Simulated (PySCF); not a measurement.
Computed with TPSSh-D3(BJ)/def2-TZVP // CAM-B3LYP-D3(BJ)/def2-TZVP (PySCF). Isolated molecules, 0 K electronic values unless said otherwise. Excitations are Tamm–Dancoff values on a coarser integration grid. The basis has no diffuse functions, so Rydberg states are missing or too high.

Reference species (SMILES): `Cl[Si](Cl)(Cl)Cl` (neutral, multiplicity 1).

```
Quantity                  Result
----------------------  --------
S1 excitation (TDA)      7.31 eV
HOMO                    -8.79 eV
T1 excitation (TDA)      6.92 eV
S1 oscillator strength     0.000
```

Changed species: `Cl[SiH2]Cl` (2 of 4 Cl replaced by H; the reference has 0 of 4 Cl replaced by H).

Problem. Predict the effect on the S1 excitation (TDA), HOMO, T1 excitation (TDA) and S1 oscillator strength.

Solution. the S1 excitation (TDA) rises by 0.22 eV, to 7.53 eV; the HOMO goes up by 0.34 eV, to -8.45 eV; the T1 excitation (TDA) rises by 0.26 eV, to 7.18 eV; the S1 oscillator strength is nearly the same.
